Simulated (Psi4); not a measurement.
**One shape, several levels: SiHClF (SMILES F[SiH]Cl)**

Aim: a comparison of 5 runs (UHF/STO-3G, UB3LYP/6-31G*, UCAM-B3LYP/def2-SVP, UMP2/STO-3G, UMP2/pcseg-1) of SiHClF. 

The calculation is run with Psi4 1.11.

1 further run of the same task is left out (set aside as unsound or not needed).

### 1 The structure to begin with

SiHClF: 4 atoms, total charge 0, spin state doublet. SMILES: `F[SiH]Cl`. The shape is that of a GFN2-xTB optimisation.

Bond lengths: F1–Si2 1.620 Å, Si2–Cl3 2.009 Å, Si2–H4 1.445 Å. Angles: F1–Si2–Cl3 105.9°, F1–Si2–H4 102.9°, Cl3–Si2–H4 115.7°.

### 2 Energy and gradient at UHF/STO-3G (run 1)

Input file input.dat:

```
memory 1600 MB

molecule system {
  0 2
  F     -1.87640356    -0.64687215     2.00783401
  Si    -0.38718599    -0.42180577    -0.65656644
  Cl     3.27419618    -1.03299989     0.14261763
  H     -1.01060663     2.10167781    -1.49388519
  units au
  symmetry c1
  no_reorient
  no_com
}

set globals {
  reference     uhf
  puream        true
  e_convergence 1e-09
  d_convergence 1e-08
  scf_type      pk
  maxiter       200
}

energy_value = gradient('hf/STO-3G')
```

Started as:

```sh
$ psi4 -n 1 input.dat output.dat
```

output.dat:

```text
[...]
  Running in c1 symmetry.
[...]
  Nuclear repulsion =  141.879665284982622
[...]
  Multiplicity = 2
[...]
  Nalpha       = 21
  Nbeta        = 20
[...]
    Number of basis functions: 24
[...]
   @UHF iter   1:  -838.75572205688150   -1.29764e+00   1.02472e-02 ADIIS/DIIS
[...]
   @UHF iter  13:  -838.82137957806594   -1.02318e-12   6.38170e-09 DIIS
[...]
   @S^2 Observed:                7.526952144E-01
[...]
    Orbital Energies [Eh]
    ---------------------
    Alpha Occupied:
       1A   -103.639460     2A    -68.050592     3A    -25.862562
       4A    -10.333377     5A     -7.777981     6A     -7.771850
       7A     -7.771244     8A     -6.041812     9A     -4.073976
      10A     -4.061401    11A     -4.059888    12A     -1.463633
      13A     -1.020270    14A     -0.681082    15A     -0.532878
      16A     -0.504944    17A     -0.481557    18A     -0.430287
      19A     -0.403984    20A     -0.389221    21A     -0.274137
    Alpha Virtual:
      22A      0.368608    23A      0.464690    24A      0.539345
[...]
  @UHF Final Energy:  -838.82137957806594
   => Energetics <=
    Nuclear Repulsion Energy =            141.8796652849826216
    One-Electron Energy =               -1450.6986561481796798
    Two-Electron Energy =                 469.9976112851311427
    Total Energy =                       -838.8213795780659439
  UHF NO Occupations:
  HONO-2 :   19  A 1.9996623
  HONO-1 :   20  A 1.9991273
[...]
 Multipole Moments:
 ------------------------------------------------------------------------------------
     Multipole            Electronic (a.u.)      Nuclear  (a.u.)        Total (a.u.)
 ------------------------------------------------------------------------------------
 L = 1.  Multiply by 2.5417464519 to convert [e a0] to [Debye]
 Dipole X            :        -33.1943934           32.3424925           -0.8519009
 Dipole Y            :         27.2569648          -27.1864504            0.0705143
 Dipole Z            :        -10.5385203            9.8091904           -0.7293298
 Magnitude           :                                                    1.1236679
[...]
  -Total Gradient:
     Atom            X                  Y                   Z
    ------   -----------------  -----------------  -----------------
       1       -0.001920719449     0.003050106822     0.000978529134
       2        0.061392532267    -0.005755875636     0.006248308318
       3       -0.046151234131     0.000292773151    -0.007910624027
       4       -0.013320578683     0.002412995670     0.000683786574
[...]
```

Run time: 1.6 s. Hardware: 1 thread of Intel Xeon Platinum 8488C (Sapphire Rapids), shared host; peak memory 0.17 GiB.

### 3 A single-point energy at UB3LYP/6-31G(d) (Cartesian functions) (run 2)

Input file clfhsi.json:

```json
{
  "schema_name": "qcschema_input",
  "schema_version": 1,
  "molecule": {
    "schema_name": "qcschema_molecule",
    "schema_version": 2,
    "symbols": ["F", "Si", "Cl", "H"],
    "geometry": [-1.87640356, -0.64687215, 2.00783401, -0.38718599, -0.42180577, -0.65656644, 3.27419618, -1.03299989, 0.14261763, -1.01060663, 2.10167781, -1.49388519],
    "molecular_charge": 0,
    "molecular_multiplicity": 2,
    "fix_symmetry": "c1"
  },
  "driver": "energy",
  "model": {
    "method": "b3lyp",
    "basis": "6-31G*"
  },
  "keywords": {
    "reference": "uks",
    "puream": false,
    "e_convergence": 1e-09,
    "d_convergence": 1e-08,
    "scf_type": "pk",
    "dft_radial_points": 99,
    "dft_spherical_points": 590,
    "maxiter": 200,
    "scf_properties": ["DIPOLE", "LOWDIN_CHARGES", "WIBERG_LOWDIN_INDICES"]
  }
}
```

Started as:

```sh
$ psi4 --qcschema clfhsi.json -n 1 --memory 1600MB
```

stdout:

```text
[...]
  Running in c1 symmetry.
[...]
  Nuclear repulsion =  141.879665284982593
[...]
  Multiplicity = 2
[...]
  Nalpha       = 21
  Nbeta        = 20
[...]
    Number of basis functions: 55
[...]
   @UKS iter   1:  -850.11844202670773   -2.11972e-01   7.20488e-03 DIIS/ADIIS
[...]
   @UKS iter  12:  -850.17710155342195   -9.09495e-13   4.09561e-09 DIIS
[...]
   @S^2 Observed:                7.513088432E-01
[...]
    Orbital Energies [Eh]
    ---------------------
    Alpha Occupied:
       1A   -101.558067     2A    -66.211201     3A    -24.697723
       4A     -9.478221     5A     -7.239568     6A     -7.233721
       7A     -7.233122     8A     -5.356694     9A     -3.717087
      10A     -3.715708    11A     -3.713181    12A     -1.185785
      13A     -0.856132    14A     -0.562966    15A     -0.465998
      16A     -0.456423    17A     -0.441669    18A     -0.391810
      19A     -0.361823    20A     -0.351172    21A     -0.235179
    Alpha Virtual:
      22A     -0.003378    23A      0.025104    24A      0.101290
      25A      0.148509    26A      0.199966    27A      0.213491
[...]
  @UKS Final Energy:  -850.17710155342195
   => Energetics <=
    Nuclear Repulsion Energy =            141.8796652849825932
    One-Electron Energy =               -1459.0270065832628461
    Two-Electron Energy =                 515.3982445570575237
    DFT Exchange-Correlation Energy =     -48.4280048121992124
    Empirical Dispersion Energy =           0.0000000000000000
    VV10 Nonlocal Energy =                  0.0000000000000000
    Total Energy =                       -850.1771015534219487
[...]
 Multipole Moments:
 ------------------------------------------------------------------------------------
     Multipole            Electronic (a.u.)      Nuclear  (a.u.)        Total (a.u.)
 ------------------------------------------------------------------------------------
 L = 1.  Multiply by 2.5417464519 to convert [e a0] to [Debye]
 Dipole X            :          0.6211287           -0.7707794           -0.1496507
 Dipole Y            :         -1.3517456            1.5277147            0.1759691
 Dipole Z            :          1.1406229           -1.6866096           -0.5459866
 Magnitude           :                                                    0.5928422
[...]
```

The result, in JSON:

```text
{
 "driver": "energy",
 "model": {
  "method": "b3lyp",
  "basis": "6-31G*"
 },
 "success": true,
 "return_result": -850.177101553422,
 "properties": {
  "calcinfo_nbasis": 55,
  "calcinfo_nmo": 55,
  "calcinfo_nalpha": 21,
  "calcinfo_nbeta": 20,
  "calcinfo_natom": 4,
  "nuclear_repulsion_energy": 141.8796652849826,
  "return_energy": -850.177101553422,
  "scf_one_electron_energy": -1459.0270065832628,
  "scf_two_electron_energy": 515.3982445570575,
  "scf_xc_energy": -48.42800481219921,
  "scf_dipole_moment": [-0.14965069961372923, 0.17596914960467958, -0.5459866273836649],
  "scf_total_energy": -850.177101553422,
  "scf_iterations": 12
 }
}
```

Run time: 8.7 s. Hardware: 1 thread of Intel Xeon Platinum 8488C (Sapphire Rapids), shared host; peak memory 0.52 GiB.

Runs 3 to 4 aren't shown in full; the table further down has their settings and results.

### 4 The energy at UMP2/pcseg-1 (run 5)

Input file input.json:

```json
{
  "schema_name": "qcschema_input",
  "schema_version": 1,
  "molecule": {
    "schema_name": "qcschema_molecule",
    "schema_version": 2,
    "symbols": ["F", "Si", "Cl", "H"],
    "geometry": [-1.87640356, -0.64687215, 2.00783401, -0.38718599, -0.42180577, -0.65656644, 3.27419618, -1.03299989, 0.14261763, -1.01060663, 2.10167781, -1.49388519],
    "molecular_charge": 0,
    "molecular_multiplicity": 2,
    "fix_symmetry": "c1",
    "fix_com": true,
    "fix_orientation": true
  },
  "driver": "energy",
  "model": {
    "method": "mp2",
    "basis": "pcseg-1"
  },
  "keywords": {
    "reference": "uhf",
    "puream": true,
    "e_convergence": 1e-09,
    "d_convergence": 1e-08,
    "scf_type": "pk",
    "num_frozen_docc": 11,
    "mp2_type": "conv",
    "maxiter": 200
  }
}
```

Started as:

```sh
$ psi4 --qcschema input.json -n 1 --memory 1600MB
```

stdout:

```text
[...]
  Running in c1 symmetry.
[...]
  Nuclear repulsion =  141.879665284982622
[...]
  Multiplicity = 2
[...]
  Nalpha       = 21
  Nbeta        = 20
[...]
    Number of basis functions: 55
[...]
   @UHF iter   1:  -848.37712483332098   -4.72166e-01   5.89188e-03 DIIS/ADIIS
[...]
   @UHF iter  13:  -848.42881904607793   -1.47793e-12   3.31021e-09 DIIS
[...]
   @S^2 Observed:                7.530953231E-01
[...]
    Orbital Energies [Eh]
    ---------------------
    Alpha Occupied:
       1A   -104.811417     2A    -68.857269     3A    -26.274070
       4A    -10.558102     5A     -8.038446     6A     -8.034901
       7A     -8.034261     8A     -6.219190     9A     -4.338954
      10A     -4.331973    11A     -4.330088    12A     -1.604655
      13A     -1.129002    14A     -0.783454    15A     -0.687845
      16A     -0.680383    17A     -0.647835    18A     -0.557554
      19A     -0.512581    20A     -0.494532    21A     -0.371452
    Alpha Virtual:
      22A      0.101779    23A      0.125768    24A      0.190925
      25A      0.254433    26A      0.276468    27A      0.313459
[...]
  @UHF Final Energy:  -848.42881904607793
   => Energetics <=
    Nuclear Repulsion Energy =            141.8796652849826216
    One-Electron Energy =               -1458.5859692482545142
    Two-Electron Energy =                 468.2774849171939877
    Total Energy =                       -848.4288190460779333
  UHF NO Occupations:
  HONO-2 :   19  A 1.9997778
  HONO-1 :   20  A 1.9988954
[...]
 Multipole Moments:
 ------------------------------------------------------------------------------------
     Multipole            Electronic (a.u.)      Nuclear  (a.u.)        Total (a.u.)
 ------------------------------------------------------------------------------------
 L = 1.  Multiply by 2.5417464519 to convert [e a0] to [Debye]
 Dipole X            :        -32.5011790           32.3424925           -0.1586865
 Dipole Y            :         27.3013684          -27.1864504            0.1149179
 Dipole Z            :        -10.6268474            9.8091904           -0.8176569
 Magnitude           :                                                    0.8408034
[...]
	SCS-MP2 Total Energy (a.u.)        :  -848.80495164056151
	SOS-MP2 Total Energy (a.u.)        :  -848.77015216015980
	SCSN-MP2 Total Energy (a.u.)       :  -848.61256030259892
[...]
	SOS-PI-MP2 Total Energy (a.u.)     :  -848.82704101250670
[...]
	MP2 Total Energy (a.u.)            :  -848.81766174901793
[...]
```

The result, in JSON:

```text
{
 "driver": "energy",
 "model": {
  "method": "mp2",
  "basis": "pcseg-1"
 },
 "success": true,
 "return_result": -848.8176617490179,
 "properties": {
  "calcinfo_nbasis": 55,
  "calcinfo_nmo": 55,
  "calcinfo_nalpha": 21,
  "calcinfo_nbeta": 20,
  "calcinfo_natom": 4,
  "nuclear_repulsion_energy": 141.87966528498262,
  "return_energy": -848.8176617490179,
  "scf_one_electron_energy": -1458.5859692482545,
  "scf_two_electron_energy": 468.277484917194,
  "scf_dipole_moment": [-0.15868645381618762, 0.11491794690457624, -0.8176569203118849],
  "scf_total_energy": -848.4288190460779,
  "scf_iterations": 13,
  "mp2_same_spin_correlation_energy": -0.10439844120511013,
  "mp2_opposite_spin_correlation_energy": -0.2844442617348657,
  "mp2_singles_energy": 0.0,
  "mp2_doubles_energy": -0.38884270293997586,
  "mp2_correlation_energy": -0.38884270293999634,
  "mp2_total_energy": -848.8176617490179
 }
}
```

It took 2.3 s on 1 thread of Intel Xeon Platinum 8488C (Sapphire Rapids), shared host; peak memory 0.22 GiB.

### 5 All runs side by side

| run | level | task | Cartesian functions | energy (Eh) | dipole moment (D) | HOMO energy (eV) | LUMO energy (eV) | wall time |
| --- | --- | --- | --- | --- | --- | --- | --- | --- |
| 1 | UHF/STO-3G | gradient | no | -838.821380 | 2.86 | -7.46 | 4.53 | 1.6 s |
| 2 | UB3LYP/6-31G* (Cartesian functions) | energy | yes | -850.177102 | 1.51 | -6.40 | -3.23 | 8.7 s |
| 3 | UCAM-B3LYP/def2-SVP | energy | no | -849.858743 | 1.46 | -7.87 | -1.85 | 9.9 s |
| 4 | UMP2/STO-3G | energy | no | -838.868846 | – | -7.46 | 4.53 | 1.7 s |
| 5 | UMP2/pcseg-1 | energy | no | -848.817662 | – | -10.11 | 0.67 | 2.3 s |

### 6 Outcome

```
                                                         quantity          value
                                              run 5: total energy  -848.81766 Eh
run 5: HOMO energy (Hartree–Fock orbitals) (highest over α and β)      -10.11 eV
 run 5: LUMO energy (Hartree–Fock orbitals) (lowest over α and β)        0.67 eV
              run 5: correlation energy (11 core orbitals frozen)     -388.8 mEh
                         run 5: ⟨S²⟩ of the reference determinant          0.753
```

In words: Over runs 1, 2, 3 the dipole moment (its size) runs from 1.46 D (UCAM-B3LYP/def2-SVP) to 2.86 D (UHF/STO-3G). The two ends differ in method and basis. Totals of different functionals can't be ranked against each other. In runs 1, 4 the basis is minimal, so the values are rough. All runs together took 24 s, the longest 9.9 s.
